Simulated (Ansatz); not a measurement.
C₂H₆NPS, SMILES `CN(P)C=S`, relaxed with RKS PBE-D4/def2-SVP in the Gaussian-basis code of Ansatz from a rough embedded geometry. The force threshold is 0.03 eV/Å; the program also tests the step.

The species carries charge 0 and has multiplicity 1.

Start:

```xyz
11

C     0.911    0.715    0.152
N    -0.267   -0.070   -0.044
P    -0.188   -1.803    0.135
C    -1.483    0.392   -0.411
S    -1.927    2.052   -0.612
H     1.114    1.343   -0.795
H     1.807    0.162    0.378
H     0.740    1.467    0.921
H     0.573   -1.873    1.382
H     1.001   -2.060   -0.649
H    -2.281   -0.325   -0.455
```

**Question.** How much energy does the relaxation release, and in how many steps? (Best estimate.)

**Answer.** Ansatz gave: 0.33 eV, in 6 steps.

**Question.** Which bonds change most? (An estimate is asked.)

**Answer.** The calculation gave: C4–S5 from 1.730 to 1.648 Å; C1–H6 from 1.154 to 1.110 Å; C4–H11 from 1.073 to 1.112 Å; C1–N2 from 1.429 to 1.462 Å.

**Question.** Give the relaxed structure. (Best estimate.)

**Answer.** Computed: 
```xyz
11

C     0.886    0.773    0.123
N    -0.270   -0.105   -0.047
P    -0.184   -1.863    0.142
C    -1.482    0.436   -0.370
S    -1.791    2.039   -0.599
H     1.061    1.359   -0.804
H     1.778    0.167    0.362
H     0.695    1.507    0.934
H     0.572   -1.887    1.374
H     1.007   -2.084   -0.646
H    -2.272   -0.341   -0.469
```
